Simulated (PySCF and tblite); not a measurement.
Results of a calculation; reference values are marked as such.
## Rotation: stationary points, barriers and rates

System: C4H8O, numbered as in [OH:1][CH:2]1[CH2:3][CH2:4][CH2:5]1.

Motion: rotation about the C2–O1 bond (torsion C3–C2–O1–H from -53° to 68°, rising). Level: PBE0/pcSseg-1 + D3(BJ) on GFN2-xTB stationary points, with GFN2-xTB thermal terms. Rates follow Eyring's equation with the number of equivalent paths and no tunnelling. Run with tblite and PySCF.

| point | symmetry | E(GFN2) kcal/mol | E(DFT) kcal/mol | ZPE change kcal/mol | lowest mode cm⁻¹ | dipole D |
| --- | --- | --- | --- | --- | --- | --- |
| start | Cs | 0.0 | 0.0 | 0.00 | 102 | 1.60 |
| saddle | C1 | 2.4 | 1.8 | -0.54 | 304i | 1.72 |
| end | C1 | 1.7 | 0.2 | -0.18 | 108 | 1.54 |

```json
{
 "Electronic barrier": "1.8 kcal/mol",
 "Barrier with zero-point energy": "1.2 kcal/mol",
 "ΔH‡ (298 K)": "1.0 kcal/mol",
 "ΔS‡ (298 K, symmetry apart)": "-1.2 cal/(mol K)",
 "Paths": "2 equivalent paths",
 "End point": "a different minimum",
 "Mean lifetime of the start against this motion at 298 K": "under a picosecond",
 "Cost": "42 s on 1 thread of Intel Xeon Platinum 8375C @ 2.90GHz, on a host shared with other jobs (rough), peak memory 0.6 GiB, launched as `OMP_NUM_THREADS=1 python ens_run.py task.json out`"
}
```

```csv
T/K,ΔG‡ kcal/mol,k s⁻¹,ΔG kcal/mol,k back s⁻¹
150,1.2,1×10¹¹,0.1,6.1×10¹⁰
200,1.3,3.5×10¹¹,0.0,2×10¹¹
250,1.3,7.7×10¹¹,0.0,4×10¹¹
298,1.3,1.3×10¹²,0.0,6.5×10¹¹
350,1.4,1.9×10¹²,0.0,9.3×10¹¹
400,1.5,2.6×10¹²,-0.1,1.2×10¹²
500,1.7,3.9×10¹²,-0.1,1.8×10¹²
```

ΔG and ΔG‡ leave out symmetry numbers and mirror images; rates count paths: 2 out, 1 back.

The barrier is low, and the GFN2-xTB saddle may lie off the DFT one, so take it as rough.
